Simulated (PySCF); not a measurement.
# Basis-set dependence of population analyses: `C[C@H]1[CH+]C=CC1`

C6H9 (charge +1).
Cartesian coordinates in Å at the PBE0-D3(BJ)/def2-SVP level; atoms count from 1:
```xyz
15
C6H9 angstrom
C      1.526    0.783   -1.660
C      0.077    0.855   -1.161
C     -0.764    1.866   -1.818
C     -1.992    1.359   -2.225
C     -2.016    0.011   -1.890
C     -0.764   -0.418   -1.265
H      2.034    1.749   -1.533
H      1.564    0.503   -2.722
H      2.078    0.031   -1.080
H      0.118    1.178   -0.095
H     -0.447    2.906   -1.955
H     -2.793    1.918   -2.711
H     -2.867   -0.657   -2.065
H     -0.952   -0.941   -0.308
H     -0.285   -1.194   -1.896
```

PBE0 throughout (PySCF), one geometry, spherical d and f functions. Isolated species at its PBE0-D3(BJ)/def2-SVP geometry, gas phase. Atoms taken as equivalent share a column and are averaged. The first 7 of 13 kinds of atom are listed.

Mulliken charges (e):

```csv
basis,functions,C1,C2,C3,C4,C5,C6,H7/H8/H9
STO-3G,39,-0.229,-0.066,+0.077,-0.064,+0.076,-0.161,+0.117
6-31G,72,-0.489,-0.307,-0.018,-0.102,-0.041,-0.432,+0.221
6-31G*,102,-0.544,-0.253,-0.016,-0.125,-0.031,-0.437,+0.231
def2-SVP,129,-0.036,-0.262,+0.117,-0.002,+0.041,+0.016,+0.097
"6-311+G(2d,p)",216,-0.599,+0.412,-0.075,-0.117,+0.270,-0.717,+0.193
def2-TZVP,240,-0.408,-0.043,+0.023,-0.119,+0.013,-0.205,+0.169
```

IAO charges (e):

```tsv
basis	functions	C1	C2	C3	C4	C5	C6	H7/H8/H9
STO-3G	39	-0.378	-0.132	+0.088	-0.121	+0.085	-0.266	+0.163
6-31G	72	-0.430	-0.125	+0.074	-0.150	+0.074	-0.294	+0.177
6-31G*	102	-0.413	-0.118	+0.087	-0.148	+0.086	-0.281	+0.171
def2-SVP	129	-0.401	-0.117	+0.090	-0.148	+0.088	-0.276	+0.167
6-311+G(2d,p)	216	-0.424	-0.117	+0.085	-0.153	+0.084	-0.285	+0.174
def2-TZVP	240	-0.424	-0.118	+0.085	-0.154	+0.084	-0.285	+0.174
```

Hirshfeld charges (e):

```csv
basis,functions,C1,C2,C3,C4,C5,C6,H7/H8/H9
STO-3G,39,-0.016,+0.042,+0.162,+0.020,+0.163,+0.015,+0.039
6-31G,72,-0.073,+0.015,+0.136,+0.002,+0.138,-0.025,+0.063
6-31G*,102,-0.073,+0.012,+0.138,+0.003,+0.140,-0.025,+0.063
def2-SVP,129,-0.085,+0.009,+0.139,+0.005,+0.141,-0.032,+0.066
"6-311+G(2d,p)",216,-0.082,-0.006,+0.131,+0.004,+0.134,-0.037,+0.069
def2-TZVP,240,-0.087,-0.003,+0.132,+0.003,+0.134,-0.039,+0.070
```

ESP-fitted charges (e):

| basis | functions | C1 | C2 | C3 | C4 | C5 | C6 | H7/H8/H9 |
| --- | --- | --- | --- | --- | --- | --- | --- | --- |
| STO-3G | 39 | -0.527 | +0.292 | +0.150 | -0.158 | +0.260 | -0.305 | +0.164 |
| 6-31G | 72 | -0.487 | +0.217 | +0.088 | -0.223 | +0.184 | -0.293 | +0.166 |
| 6-31G* | 102 | -0.508 | +0.256 | +0.076 | -0.212 | +0.185 | -0.313 | +0.170 |
| def2-SVP | 129 | -0.443 | +0.221 | +0.089 | -0.209 | +0.192 | -0.287 | +0.155 |
| 6-311+G(2d,p) | 216 | -0.507 | +0.242 | +0.056 | -0.199 | +0.171 | -0.320 | +0.173 |
| def2-TZVP | 240 | -0.504 | +0.248 | +0.062 | -0.199 | +0.179 | -0.315 | +0.172 |

Task: Which scheme is steadiest as the basis changes?

Result: Largest range over the bases for any column: IAO 0.05 e, Hirshfeld 0.07 e, ESP-fitted 0.09 e, Mulliken 0.73 e. IAO charges move least and Mulliken charges most, counted in e. Without the minimal STO-3G basis the ranges are IAO 0.03, Hirshfeld 0.02, ESP-fitted 0.07, Mulliken 0.73 e.

Task: How much do the charges still move between the two largest bases, 6-311+G(2d,p) and def2-TZVP?

Result: At most, over all atoms: Mulliken 0.512 e, IAO 0.001 e, Hirshfeld 0.005 e, ESP-fitted 0.008 e.

Task: What do the same runs give for the total energy and the frontier levels?

Result: 
| basis | energy (Eh) | HOMO (eV) | LUMO (eV) |
| --- | --- | --- | --- |
| STO-3G | -230.7269 | -13.63 | -7.62 |
| 6-31G | -233.4132 | -14.17 | -8.52 |
| 6-31G* | -233.4664 | -14.14 | -8.49 |
| def2-SVP | -233.2994 | -14.27 | -8.65 |
| 6-311+G(2d,p) | -233.5281 | -14.20 | -8.56 |
| def2-TZVP | -233.5458 | -14.20 | -8.56 |
